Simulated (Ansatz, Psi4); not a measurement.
## SO2 (sulfur dioxide): a line through the functionals

The species is SO2 (3 atoms), meant as a singlet with charge 0. As SMILES, `O=S=O`. The shape is that of a PBE0-D4/def2-TZVP optimisation.

The electronic atomisation energy y, in eV, basis def2-TZVPP; a is the functional's share of exact exchange. Programs: Ansatz 0.2.0, Psi4 1.11.

| functional | program | a | y (eV) |
| --- | --- | --- | --- |
| PBE | Psi4 | 0 | 12.05 |
| TPSS | Psi4 | 0 | 11.07 |
| TPSSh | Psi4 | 0.1 | ? |
| B3LYP | Psi4 | 0.2 | 10.81 |
| PBE0 | Psi4 | 0.25 | 10.89 |
| r2SCAN0 | Ansatz | 0.25 | 10.29 |
| BHLYP | Psi4 | 0.5 | 9.40 |

**Question.** Fit y = c + s·a to the known rows and predict TPSSh.

**Answer.** 
1. Means of the 6 rows: a = 0.2000, y = 10.752.
2. Σ(Δa)² = 0.175, Σ(Δa·Δy) = -0.745, so the slope is -0.745/0.175 = -4.2571.
3. Intercept: 10.752 − (-4.2571) × 0.2000 = 11.603. The largest residual of the fit is 0.53.
4. TPSSh: 11.603 + (-4.2571) × 0.1 = 11.18 eV.

The run gave 10.68 eV, so the prediction is off by +0.50 eV, within the largest residual. The rows mix families of semi-local functionals, which the line can't see.
